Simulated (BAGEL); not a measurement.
# AlHCl2 (SMILES [H][Al]([Cl])[Cl]), step by step

Aim: a structure relaxation (PBE0/ANO-RCC-MB), then a structure relaxation (PBE0/ANO-RCC-VDZ), then a geometry optimisation (PBE0/ANO-RCC-VDZP), then a geometry optimisation (PBE0/ANO-RCC-VTZP) of AlHCl2. 

The calculation is run with BAGEL 1.2.2.

## Step 1: The structure to begin with

AlHCl2: 4 atoms, total charge 0, spin state singlet. As SMILES, `[H][Al]([Cl])[Cl]`. Geometry: a GFN2-xTB relaxation, a rough one for these elements and not checked as a minimum. The run starts from this shape.

Bond lengths: Al1–Cl2 2.022 Å, Al1–Cl3 2.023 Å, Al1–H4 1.522 Å. Angles: Cl2–Al1–Cl3 124.1°, Cl2–Al1–H4 118.0°, Cl3–Al1–H4 117.9°.

## Step 2: A structure relaxation at PBE0/ANO-RCC-MB (DKH2, density fitting with tzvpp-jkfit, property bond length) (run 1)

The input, input.json:

```json
{ "bagel" : [

{
  "title" : "molecule",
  "basis" : "ano-rcc-mb.json",
  "df_basis" : "tzvpp-jkfit",
  "angstrom" : "true",
  "dkh" : "true",
  "geometry" : [
    { "atom" : "Al", "xyz" : [   -0.047750,   -0.080660,   -0.000420 ] },
    { "atom" : "Cl", "xyz" : [    1.971850,   -0.182600,    0.014280 ] },
    { "atom" : "Cl", "xyz" : [   -1.095680,    1.649890,   -0.015830 ] },
    { "atom" : "H", "xyz" : [   -0.828410,   -1.386630,    0.001980 ] }
  ]
},
{
  "title" : "optimize",
  "internal" : "false",
  "maxiter" : 40,
  "method" : [
    { "title" : "ks", "xc_func" : "pbe0" }
  ]
}

]}
```

The basis set ANO-RCC-MB is read from a file made from the Basis Set Exchange's data (not shown).

Started as:

```sh
BAGEL_NUM_THREADS=1 BAGEL input.json > input.out
```

The program printed:

```text
* using 1 threads per process

  ===============================================================
  ===============================================================

  *** Geometry ***

  { "atom" : "Al", "xyz" : [     -0.090234,     -0.152425,     -0.000794 ] },
  { "atom" : "Cl", "xyz" : [      3.726256,     -0.345064,      0.026985 ] },
  { "atom" : "Cl", "xyz" : [     -2.070535,      3.117840,     -0.029914 ] },
  { "atom" : "H", "xyz" : [     -1.565468,     -2.620351,      0.003742 ] },

  Number of auxiliary basis functions:      402

  Since a DF basis is specified, we compute 2- and 3-index integrals:
    o Being stored without compression. Storage requirement is 0.003 GB

  Number of basis functions:       28
  Number of electrons      :       48

[... 6 lines left out ...]
    * Removing 6049 points whose weight is below 1.00e-10
[... 13 lines left out ...]
    * SCF iteration converged.
[... 1 line left out ...]
    * Permanent dipole moment:
[... 22 lines left out ...]
  === Convergence status ===
[... 1 line left out ...]
                         Maximum     Tolerance   Converged?
  * Gradient            0.089613      0.000300           No
  * Displacement        0.087876      0.001200           No
  * Energy change   -1166.311599      0.000001           No

  *** Geometry optimization started ***
     iter         energy               grad rms       time

      1      -1166.31159865          0.04098936        9.58
      2      -1166.32787460          0.02757275       11.04
      3      -1166.34538260          0.01181298       13.31
[... 6 lines of this table left out ...]
     10      -1166.35089428          0.00001044       13.41

  *** Geometry ***

  { "atom" : "Al", "xyz" : [     -0.258199,     -0.433977,     -0.000690 ] },
  { "atom" : "Cl", "xyz" : [      4.018512,     -0.352345,      0.029078 ] },
  { "atom" : "Cl", "xyz" : [     -2.217826,      3.368388,     -0.031726 ] },
  { "atom" : "H", "xyz" : [     -1.846320,     -3.095707,     -0.002390 ] },

    * METHOD: OPTIMIZE                           111.49

  ===============================================================
```

Wall time 1.9 min (1 thread of Intel Xeon at 2.50GHz (Skylake/Cascade Lake), shared host); peak memory 0.32 GiB.

Step by step:

| step | energy from the first frame kept (eV) | largest force (eV/Å) |
| --- | --- | --- |
| 0 | 0.0000 | 4.6086 |
| 1 | -0.4429 | 3.0655 |
| 2 | -0.9193 | 1.5279 |
| 3 | -1.0352 | 0.8195 |
| 4 | -1.0572 | 0.3337 |
| 5 | -1.0602 | 0.1279 |
| 6 | -1.0613 | 0.0959 |
| 7 | -1.0627 | 0.1392 |
| 8 | -1.0693 | 0.0151 |
| 9 | -1.0693 | 0.0015 |

After the run. Bond lengths: Al1–Cl2 2.264 Å, Al1–Cl3 2.264 Å, Al1–H4 1.640 Å. Angles: Cl2–Al1–Cl3 116.2°, Cl2–Al1–H4 121.9°, Cl3–Al1–H4 121.9°.

## Step 3: A structure relaxation at PBE0/ANO-RCC-VDZ (DKH2, density fitting with tzvpp-jkfit, property bond length) (run 2)

The input, job.json:

```json
{ "bagel": [

{
  "title": "molecule",
  "basis": "ano-rcc-vdz.json",
  "df_basis": "tzvpp-jkfit",
  "angstrom": "true",
  "dkh": "true",
  "geometry": [
    { "atom": "Al", "xyz": [   -0.047750,   -0.080660,   -0.000420 ] },
    { "atom": "Cl", "xyz": [    1.971850,   -0.182600,    0.014280 ] },
    { "atom": "Cl", "xyz": [   -1.095680,    1.649890,   -0.015830 ] },
    { "atom": "H", "xyz": [   -0.828410,   -1.386630,    0.001980 ] }
  ]
},
{
  "title": "optimize",
  "internal": "false",
  "maxiter": 40,
  "method": [
    {
      "title": "ks",
      "xc_func": "pbe0"
    }
  ]
}

]}
```

The basis set ANO-RCC-VDZ is read from a file made from the Basis Set Exchange's data (not shown).

Started as:

```sh
BAGEL_NUM_THREADS=1 BAGEL job.json > job.out
```

The program printed:

```text
* using 1 threads per process

  ===============================================================
  ===============================================================

  *** Geometry ***

  { "atom" : "Al", "xyz" : [     -0.090234,     -0.152425,     -0.000794 ] },
  { "atom" : "Cl", "xyz" : [      3.726256,     -0.345064,      0.026985 ] },
  { "atom" : "Cl", "xyz" : [     -2.070535,      3.117840,     -0.029914 ] },
  { "atom" : "H", "xyz" : [     -1.565468,     -2.620351,      0.003742 ] },

  Number of auxiliary basis functions:      402

  Since a DF basis is specified, we compute 2- and 3-index integrals:
    o Being stored without compression. Storage requirement is 0.005 GB

  Number of basis functions:       41
  Number of electrons      :       48

[... 6 lines left out ...]
    * Removing 6049 points whose weight is below 1.00e-10
[... 13 lines left out ...]
    * SCF iteration converged.
[... 1 line left out ...]
    * Permanent dipole moment:
[... 22 lines left out ...]
  === Convergence status ===
[... 1 line left out ...]
                         Maximum     Tolerance   Converged?
  * Gradient            0.061205      0.000300           No
  * Displacement        0.060620      0.001200           No
  * Energy change   -1166.373767      0.000001           No

  *** Geometry optimization started ***
     iter         energy               grad rms       time

      1      -1166.37376681          0.02850683       14.44
      2      -1166.38173974          0.01917516       15.55
      3      -1166.39018357          0.00804015       15.68
[... 5 lines of this table left out ...]
      9      -1166.39269551          0.00005191       12.88

  *** Geometry ***

  { "atom" : "Al", "xyz" : [     -0.229771,     -0.386324,     -0.000708 ] },
  { "atom" : "Cl", "xyz" : [      3.909964,     -0.318614,      0.028159 ] },
  { "atom" : "Cl", "xyz" : [     -2.136238,      3.289413,     -0.030802 ] },
  { "atom" : "H", "xyz" : [     -1.757561,     -2.946055,     -0.002231 ] },

    * METHOD: OPTIMIZE                           129.44

  ===============================================================
```

It took 2.2 min on 1 thread of Intel Xeon at 2.50GHz (Skylake/Cascade Lake), shared host; peak memory 0.39 GiB.

Step by step:

| step | energy from the first frame kept (eV) | largest force (eV/Å) |
| --- | --- | --- |
| 0 | 0.0000 | 3.1474 |
| 1 | -0.2170 | 2.1329 |
| 2 | -0.4467 | 1.1039 |
| 3 | -0.4934 | 0.6512 |
| 4 | -0.5049 | 0.2424 |
| 5 | -0.5067 | 0.1160 |
| 6 | -0.5076 | 0.1289 |
| 7 | -0.5138 | 0.1003 |
| 8 | -0.5151 | 0.0075 |

After the run. Bond lengths: Al1–Cl2 2.191 Å, Al1–Cl3 2.191 Å, Al1–H4 1.577 Å. Angles: Cl2–Al1–Cl3 116.5°, Cl2–Al1–H4 121.8°, Cl3–Al1–H4 121.8°.

Run 3 isn't shown in full; the table further down has it.

## Step 4: A geometry optimisation at PBE0/ANO-RCC-VTZP (DKH2, density fitting with tzvpp-jkfit, property bond length) (run 4)

input.json, as its differences from that of step 2:

```diff
@@ -4,3 +4,3 @@
   "title" : "molecule",
-  "basis" : "ano-rcc-mb.json",
+  "basis" : "ano-rcc-vtzp.json",
   "df_basis" : "tzvpp-jkfit",
@@ -20,3 +20,6 @@
   "method" : [
-    { "title" : "ks", "xc_func" : "pbe0" }
+    {
+      "title" : "ks",
+      "xc_func" : "pbe0"
+    }
   ]
```

The basis set ANO-RCC-VTZP is read from a file made from the Basis Set Exchange's data (not shown).

Started as:

```sh
BAGEL_NUM_THREADS=1 BAGEL input.json > input.out
```

The program printed:

```text
* using 1 threads per process

  ===============================================================
  ===============================================================

  *** Geometry ***

  { "atom" : "Al", "xyz" : [     -0.090234,     -0.152425,     -0.000794 ] },
  { "atom" : "Cl", "xyz" : [      3.726256,     -0.345064,      0.026985 ] },
  { "atom" : "Cl", "xyz" : [     -2.070535,      3.117840,     -0.029914 ] },
  { "atom" : "H", "xyz" : [     -1.565468,     -2.620351,      0.003742 ] },

  Number of auxiliary basis functions:      402

  Since a DF basis is specified, we compute 2- and 3-index integrals:
    o Being stored without compression. Storage requirement is 0.043 GB

  Number of basis functions:      116
  Number of electrons      :       48

[... 6 lines left out ...]
    * Removing 6049 points whose weight is below 1.00e-10
[... 13 lines left out ...]
    * SCF iteration converged.
[... 1 line left out ...]
    * Permanent dipole moment:
[... 22 lines left out ...]
  === Convergence status ===
[... 1 line left out ...]
                         Maximum     Tolerance   Converged?
  * Gradient            0.024194      0.000300           No
  * Displacement        0.024156      0.001200           No
  * Energy change   -1166.482520      0.000001           No

  *** Geometry optimization started ***
     iter         energy               grad rms       time

      1      -1166.48251993          0.01136856       41.93
      2      -1166.48385179          0.00832226       43.60
      3      -1166.48567500          0.00304532       44.23
[... 4 lines of this table left out ...]
      8      -1166.48629188          0.00003094       37.38

  *** Geometry ***

  { "atom" : "Al", "xyz" : [     -0.173614,     -0.292191,     -0.000742 ] },
  { "atom" : "Cl", "xyz" : [      3.764983,     -0.285047,      0.026984 ] },
  { "atom" : "Cl", "xyz" : [     -2.038407,      3.176887,     -0.029624 ] },
  { "atom" : "H", "xyz" : [     -1.686065,     -2.827484,     -0.001835 ] },

    * METHOD: OPTIMIZE                           343.98

  ===============================================================
```

Wall time 5.8 min (1 thread of Intel Xeon at 2.50GHz (Skylake/Cascade Lake), shared host); peak memory 0.84 GiB.

Steps, from the record of the run:

| step | energy from the first frame kept (eV) | largest force (eV/Å) |
| --- | --- | --- |
| 0 | 0.0000 | 1.2481 |
| 1 | -0.0362 | 0.8875 |
| 2 | -0.0859 | 0.4670 |
| 3 | -0.0909 | 0.2612 |
| 4 | -0.0935 | 0.1396 |
| 5 | -0.0950 | 0.1761 |
| 6 | -0.1023 | 0.0782 |
| 7 | -0.1026 | 0.0039 |

After the run. Bond lengths: Al1–Cl2 2.084 Å, Al1–Cl3 2.084 Å, Al1–H4 1.562 Å. Angles: Cl2–Al1–Cl3 118.2°, Cl2–Al1–H4 120.9°, Cl3–Al1–H4 120.9°.

## Step 5: The series

| run | level | energy (Eh) | wall time |
| --- | --- | --- | --- |
| 1 | PBE0/ANO-RCC-MB (DKH2, density fitting with tzvpp-jkfit, property bond length) | -1166.350894 | 1.9 min |
| 2 | PBE0/ANO-RCC-VDZ (DKH2, density fitting with tzvpp-jkfit, property bond length) | -1166.392696 | 2.2 min |
| 3 | PBE0/ANO-RCC-VDZP (DKH2, density fitting with tzvpp-jkfit, property bond length) | -1166.463931 | 3.2 min |
| 4 | PBE0/ANO-RCC-VTZP (DKH2, density fitting with tzvpp-jkfit, property bond length) | -1166.486292 | 5.8 min |

Convergence of the total energy of singlet AlHCl2 with the basis set, against the last point:

| basis set | from the last (mEh) | wall time |
| --- | --- | --- |
| ANO-RCC-MB | +135.398 | 1.9 min |
| ANO-RCC-VDZ | +93.596 | 2.2 min |
| ANO-RCC-VDZP | +22.361 | 3.2 min |
| ANO-RCC-VTZP | +0.000 | 5.8 min |

## Step 6: Outcome

| quantity | value |
| --- | --- |
| run 4, PBE0/ANO-RCC-VTZP: total energy at the end | -1166.48629 Eh |

**Reading.** In run 1 the basis is minimal, so the values are rough. All runs together took 13 min, the longest 5.8 min.
